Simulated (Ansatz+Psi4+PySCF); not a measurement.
A calculation with Ansatz (development build ahead of 0.2.0).

```yaml
crystal:
  periodic: [false, false, false]
  atoms:
    - { symbol: B, position_ang: [-0.45797, 0.61785, -0.05395] }
    - { symbol: B, position_ang: [0.49852, -0.5694, 0.22543] }
    - { symbol: B, position_ang: [0.85945, 0.85155, 0.72853] }
basis:
  gaussian: { orbitals: cc-pVTZ }
magnetization:
  initial_magnetization: 1
hamiltonian:
  xc: hf
correlation:
  method: mp2
  frozen_orbitals: { B: 1 }
```

The input is written out in the form of the current development build from the run's settings. Correlation on restricted open-shell orbitals is semicanonical, with singles.

Results

| Quantity | Value |
| --- | --- |
| Converged | yes |
| Reference energy | -73.76375 hartree |
| Correlation energy | -0.28944 hartree |
| Total energy | -74.05319 hartree |
| Spin squared of the determinant | 0.750 |
| Stability test | minimum among restricted orbitals |

Messages of the program:
```
unrestricted determinant -2008.06829341 eV, -73.7951486651 hartree, S^2 1.5286
```

Caution: an unrestricted determinant lies well below; the determinant breaks the point group; another reference gives a lower total.
